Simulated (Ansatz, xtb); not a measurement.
Isomers of C3H4 in order of energy

4 gas-phase structures of C3H4, found in a search over its isomers (lower ones may exist). Each was relaxed with GFN2-xTB:

A. `C#CC`, a singlet
B. `[C]=CC`, a singlet
C. `C1=CC1`, a singlet
D. `C=C=C`, a singlet

Estimate their order in r2SCAN-D4/def2-SVP energy at these geometries, lowest first.

Calculated order at r2SCAN-D4/def2-SVP: D (0.0), A (10.9), C (87.6), B (213.0) kJ/mol. CCSD(T)/def2-TZVPP after further relaxation puts A lowest instead.

Energies above the lowest of each column, in kJ/mol; the last columns are at r2SCAN-D4/def2-TZVP geometries and were run for some of them only (a dash: not run or not comparable):

```tsv
structure	GFN2-xTB	HF/STO-3G	r2SCAN-D4/def2-SVP	r2SCAN-D4/def2-TZVP	CCSD(T)/def2-TZVPP
D	20.7	62.4	0.0	0.0	4.7
A	0.0	0.0	10.9	10.6	0.0
C	92.2	119.0	87.6	98.0	97.7
B	249.2	216.6	213.0	–	–
```

CCSD(T)/def2-TZVPP puts A lowest of those it was run on; r2SCAN-D4/def2-SVP picks D, r2SCAN-D4/def2-TZVP picks D. CCSD(T)/def2-TZVPP orders those it was run on as A (0.0), D (4.7), C (97.7) kJ/mol. Frequencies (r2SCAN-D4/def2-TZVP) were run for A, C, D alone.

Over these structures GFN2-xTB departs from r2SCAN-D4/def2-SVP by 15.8 kJ/mol on average once a common shift is removed. A GFN2-xTB relaxation took about 0.055 s and the r2SCAN-D4/def2-SVP energy about 0.79 s on a shared host (Ansatz 0.2.0, xtb 6.7.1).
